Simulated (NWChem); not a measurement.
The numbers come from NWChem runs, not from measurements. System: CH2, charge 0, spin multiplicity 1, at a geometry optimised with B3LYP/def2-SVP. The structure started from a generated list of species. Level: CR-CCSD(T)/cc-pVTZ, 1 core orbitals frozen.

Input file:

```
start mol
memory heap 100 mb stack 700 mb global 1900 mb
geometry units angstroms nocenter noautoz
  C      0.000000     0.000000     0.179936
  H      0.862169     0.000000    -0.539807
  H     -0.862169     0.000000    -0.539807
  symmetry group C2v
end
basis spherical
  * library cc-pvtz
end
scf
  rhf
  nopen 0
  maxiter 100
  thresh 1e-7
  semidirect memsize 60000000 filesize 0
end
tce
  freeze core 1
  cr-ccsd(t)
  2eorb
  2emet 13
  thresh 1e-6
  maxiter 100
  tilesize 24
end
task tce energy
```

NWChem printed:

```
             Northwest Computational Chemistry Package (NWChem) 7.3.0
             --------------------------------------------------------

                                NWChem Input Module
                                -------------------

 Scaling coordinates for geometry "geometry" by  1.889725989
 (inverse scale =  0.529177249)

 Turning off AUTOSYM since
 SYMMETRY directive was detected!

                             Geometry "geometry" -> ""
                             -------------------------

 Output coordinates in angstroms (scale by  1.889725989 to convert to a.u.)

  No.       Tag          Charge          X              Y              Z
 ---- ---------------- ---------- -------------- -------------- --------------
    1 C                    6.0000     0.00000000     0.00000000     0.17993600
    2 H                    1.0000     0.86216900     0.00000000    -0.53980700
    3 H                    1.0000    -0.86216900     0.00000000    -0.53980700

 Effective nuclear repulsion energy (a.u.)       5.9609673148

            Nuclear Dipole moment (a.u.)
            ----------------------------
        X                 Y               Z
 ---------------- ---------------- ----------------
     0.0000000000     0.0000000000     0.0000037795

      Symmetry information
      --------------------

 Group name             C2v
 Group number             16
 Group order               4
 No. of unique centers     2

      Symmetry unique atoms

     1    2


 Summary of "ao basis" -> "" (spherical)
 ------------------------------------------------------------------------------
       Tag                 Description            Shells   Functions and Types
 ---------------- ------------------------------  ------  ---------------------
 *                          cc-pvtz                   on all atoms

 Summary of "ao basis" -> "ao basis" (spherical)
 ------------------------------------------------------------------------------
       Tag                 Description            Shells   Functions and Types
 ---------------- ------------------------------  ------  ---------------------
 C                          cc-pvtz                 10       30   4s3p2d1f
 H                          cc-pvtz                  6       14   3s2p1d

                                 NWChem SCF Module
                                 -----------------

  ao basis        = "ao basis"
  functions       =    58
  atoms           =     3
  closed shells   =     4
  open shells     =     0
  charge          =   0.00
  wavefunction    = RHF
  use symmetry    = T
  symmetry adapt  = T

 Summary of "ao basis" -> "ao basis" (spherical)
 ------------------------------------------------------------------------------
       Tag                 Description            Shells   Functions and Types
 ---------------- ------------------------------  ------  ---------------------
 C                          cc-pvtz                 10       30   4s3p2d1f
 H                          cc-pvtz                  6       14   3s2p1d

      Symmetry analysis of basis
      --------------------------

        a1         23
        a2          7
        b1         17
        b2         11

 Forming initial guess at       0.0s

      Superposition of Atomic Density Guess
      -------------------------------------

 Sum of atomic energies:         -38.67011515

      Non-variational initial energy
      ------------------------------

 Total energy =     -38.702332
 1-e energy   =     -62.900895
 2-e energy   =      18.237595
 HOMO         =      -0.254867
 LUMO         =      -0.134913

      Symmetry analysis of molecular orbitals - initial
      -------------------------------------------------

  Numbering of irreducible representations:

     1 a1          2 a2          3 b1          4 b2

  Orbital symmetries:

     1 a1          2 a1          3 b1          4 a1          5 b2
     6 a1          7 b1          8 b1          9 a1         10 b2
    11 a1         12 b1         13 a1         14 a1

 Starting SCF solution at       0.1s

 ----------------------------------------------
         Quadratically convergent ROHF

 Convergence threshold     :          1.000E-07
 Maximum no. of iterations :          100
 Final Fock-matrix accuracy:          1.000E-09
 ----------------------------------------------

              iter       energy          gnorm     gmax       time
             ----- ------------------- --------- --------- --------
                 1      -38.8780169591  3.73D-01  1.50D-01      0.2
                 2      -38.8904496085  1.03D-01  4.71D-02      0.2
                 3      -38.8915361609  5.13D-03  2.74D-03      0.2
                 4      -38.8915418521  1.08D-05  5.67D-06      0.2
                 5      -38.8915418522  2.30D-09  1.22D-09      0.2

       Final RHF  results
       ------------------

         Total SCF energy =    -38.891541852157
      One-electron energy =    -63.433194492517
      Two-electron energy =     18.580685325553
 Nuclear repulsion energy =      5.960967314807

        Time for solution =      0.1s

       Symmetry analysis of molecular orbitals - final
       -----------------------------------------------

  Numbering of irreducible representations:

     1 a1          2 a2          3 b1          4 b2

  Orbital symmetries:

     1 a1          2 a1          3 b1          4 a1          5 b2
     6 a1          7 b1          8 b1          9 a1         10 b2
    11 a1         12 a1         13 b1         14 a1

             Final eigenvalues
             -----------------

              1
    1  -11.2947
    2   -0.8877
    3   -0.5558
    4   -0.3977
    5    0.0487
    6    0.1491
    7    0.2165
    8    0.3722
    9    0.4428
   10    0.4991
   11    0.5544
   12    0.6143
   13    0.6237
   14    0.7269

                       ROHF Final Molecular Orbital Analysis
                       -------------------------------------

 Vector    2  Occ=2.000000D+00  E=-8.876503D-01  Symmetry=a1
              MO Center=  1.0D-16,  6.6D-18, -1.9D-01, r^2= 8.7D-01
   Bfn.  Coefficient  Atom+Function         Bfn.  Coefficient  Atom+Function
  ----- ------------  ---------------      ----- ------------  ---------------
     2      0.453015  1 C  s                  4      0.212518  1 C  s

 Vector    3  Occ=2.000000D+00  E=-5.557706D-01  Symmetry=b1
              MO Center=  5.4D-16, -1.3D-18, -1.9D-01, r^2= 1.2D+00
   Bfn.  Coefficient  Atom+Function         Bfn.  Coefficient  Atom+Function
  ----- ------------  ---------------      ----- ------------  ---------------
     8      0.296430  1 C  px                 5      0.240373  1 C  px
    32      0.237889  2 H  s                 46     -0.237889  3 H  s

 Vector    4  Occ=2.000000D+00  E=-3.977443D-01  Symmetry=a1
              MO Center= -6.7D-16, -6.3D-17,  4.0D-01, r^2= 1.2D+00
   Bfn.  Coefficient  Atom+Function         Bfn.  Coefficient  Atom+Function
  ----- ------------  ---------------      ----- ------------  ---------------
    10      0.350770  1 C  pz                 4      0.334874  1 C  s
    13      0.291721  1 C  pz                 7      0.271468  1 C  pz
     2      0.258756  1 C  s

 Vector    5  Occ=0.000000D+00  E= 4.874738D-02  Symmetry=b2
              MO Center=  3.4D-16, -3.4D-17,  1.3D-01, r^2= 1.8D+00
   Bfn.  Coefficient  Atom+Function         Bfn.  Coefficient  Atom+Function
  ----- ------------  ---------------      ----- ------------  ---------------
    12      0.662721  1 C  py                 9      0.277858  1 C  py
     6      0.240502  1 C  py

 Vector    6  Occ=0.000000D+00  E= 1.490799D-01  Symmetry=a1
              MO Center=  8.9D-16,  4.2D-18, -8.1D-01, r^2= 4.9D+00
   Bfn.  Coefficient  Atom+Function         Bfn.  Coefficient  Atom+Function
  ----- ------------  ---------------      ----- ------------  ---------------
     4      2.689848  1 C  s                 33     -1.740820  2 H  s
    47     -1.740820  3 H  s                 13     -1.021803  1 C  pz
    10     -0.321769  1 C  pz                32     -0.253604  2 H  s
    46     -0.253604  3 H  s                  2      0.211344  1 C  s
    37      0.176337  2 H  px                51     -0.176337  3 H  px

 Vector    7  Occ=0.000000D+00  E= 2.164691D-01  Symmetry=b1
              MO Center=  1.3D-15,  3.6D-19, -9.2D-01, r^2= 4.7D+00
   Bfn.  Coefficient  Atom+Function         Bfn.  Coefficient  Atom+Function
  ----- ------------  ---------------      ----- ------------  ---------------
    33      2.249551  2 H  s                 47     -2.249551  3 H  s
    11     -1.447137  1 C  px                 8     -0.363297  1 C  px
    22     -0.163956  1 C  d  1               5     -0.155730  1 C  px

 center of mass
 --------------
 x =   0.00000000 y =   0.00000000 z =   0.14442554

 moments of inertia (a.u.)
 ------------------
           3.192535213926           0.000000000000           0.000000000000
           0.000000000000           8.543075042059           0.000000000000
           0.000000000000           0.000000000000           5.350539828133

  Mulliken analysis of the total density
  --------------------------------------

    Atom       Charge   Shell Charges
 -----------   ------   -------------------------------------------------------
    1 C    6     6.21   1.96  0.97  0.20  0.57  0.64  1.19  0.65  0.01  0.03  0.00
    2 H    1     0.89   0.26  0.50  0.11  0.01  0.02  0.00
    3 H    1     0.89   0.26  0.50  0.11  0.01  0.02  0.00

       Multipole analysis of the density wrt the origin
       ------------------------------------------------

     L   x y z        total         open         nuclear
     -   - - -        -----         ----         -------
     0   0 0 0     -0.000000      0.000000      8.000000

     1   1 0 0     -0.000000      0.000000      0.000000
     1   0 1 0      0.000000      0.000000      0.000000
     1   0 0 1     -0.751245      0.000000      0.000004

     2   2 0 0     -5.373453      0.000000      5.308997
     2   1 1 0      0.000000      0.000000      0.000000
     2   1 0 1      0.000000      0.000000      0.000000
     2   0 2 0     -4.715047      0.000000      0.000000
     2   0 1 1      0.000000      0.000000      0.000000
     2   0 0 2     -7.062966      0.000000      2.774878

                   NWChem Extensible Many-Electron Theory Module
                   ---------------------------------------------


            General Information
            -------------------
      Number of processors :     1
         Wavefunction type : Restricted Hartree-Fock
          No. of electrons :     8
           Alpha electrons :     4
            Beta electrons :     4
           No. of orbitals :   116
            Alpha orbitals :    58
             Beta orbitals :    58
        Alpha frozen cores :     1
         Beta frozen cores :     1
     Alpha frozen virtuals :     0
      Beta frozen virtuals :     0
         Spin multiplicity : singlet
    Number of AO functions :    58
       Number of AO shells :    22
        Use of symmetry is : on
      Symmetry adaption is : on
         Schwarz screening : 0.10D-09

          Correlation Information
          -----------------------
          Calculation type : Coupled-cluster singles & doubles w/ perturbation
   Perturbative correction : Completely renormalized (T)
            Max iterations :      100
        Residual threshold : 0.10D-05
     T(0) DIIS level shift : 0.00D+00
     L(0) DIIS level shift : 0.00D+00
     T(1) DIIS level shift : 0.00D+00
     L(1) DIIS level shift : 0.00D+00
     T(R) DIIS level shift : 0.00D+00
     T(I) DIIS level shift : 0.00D+00
   CC-T/L Amplitude update :  5-th order DIIS
                I/O scheme : Global Array Library
        L-threshold :  0.10D-05
        EOM-threshold :  0.10D-05
 no EOMCCSD initial starts read in
 TCE RESTART OPTIONS
 SLICE:      F
 D4D5:       F
 quantumc:   F
 qrotation:  F
 pwtce:      F
 qducc:      F
 nacto:                         0
 nrotv:                         0
 nrot:                          0

            Memory Information
            ------------------
          Available GA space size is     249033436 doubles
          Available MA space size is     104854620 doubles

 Maximum block size supplied by input
 Maximum block size        24 doubles

 tile_dim =     20

 -------------------------------------------------

 Global array virtual files algorithm will be used

 Parallel file system coherency ......... OK

 4-electron integrals stored in orbital form

 v2    file size   =           851675
 4-index algorithm nr.  13 is used
 imaxsize =       30
 imaxsize ichop =        0


CCSD iterations
 ---------------------------------------------------------
 Iter          Residuum       Correlation     Cpu    Wall
 ---------------------------------------------------------
    1   0.1181184740569  -0.1390375170778     0.1     0.1
    2   0.0413618983713  -0.1566030230689     0.1     0.1
    3   0.0208044183022  -0.1610039827191     0.1     0.1
    4   0.0128044185518  -0.1626869073193     0.1     0.1
    5   0.0087762785762  -0.1634892268704     0.1     0.1
    6   0.0026126181950  -0.1648363116476     0.1     0.1
    7   0.0014986594701  -0.1647426436512     0.1     0.1
    8   0.0010534306222  -0.1647455709293     0.1     0.1
    9   0.0007667823974  -0.1647513301125     0.1     0.1
   10   0.0005689207774  -0.1647588112535     0.1     0.1
   11   0.0000755145073  -0.1647886386800     0.1     0.1
   12   0.0000333468428  -0.1647958493858     0.1     0.1
   13   0.0000197811114  -0.1647976639080     0.1     0.1
   14   0.0000129375890  -0.1647985525612     0.1     0.1
   15   0.0000088688506  -0.1647990829140     0.1     0.1
   16   0.0000027236624  -0.1648001055946     0.1     0.1
   17   0.0000017293642  -0.1648001131042     0.1     0.1
   18   0.0000012566916  -0.1648001433549     0.1     0.1
   19   0.0000009310100  -0.1648001616805     0.1     0.1
 -----------------------------------------------------------------
 Iterations converged
 CCSD correlation energy / hartree =        -0.164800161680537
 CCSD total energy / hartree       =       -39.056342013837529

 Singles contributions

 Doubles contributions
     5b2  (alpha)     5b2  (beta ) ---     4a1  (alpha)     4a1  (beta )       -0.1213906938
 CR-CCSD(T)

 CR-CCSD[T]  correction energy / hartree =        -0.004346172183109
 CR-CCSD[T] correlation energy / hartree =        -0.169146333863646
 CR-CCSD[T] total energy / hartree       =       -39.060688186020641
 CR-CCSD(T)  correction energy / hartree =        -0.004264641487661
 CR-CCSD(T) correlation energy / hartree =        -0.169064803168198
 CR-CCSD(T) total energy / hartree       =       -39.060606655325188

 Task  times  cpu:        4.2s     wall:        4.2s

 Total times  cpu:        4.3s     wall:        4.3s
```
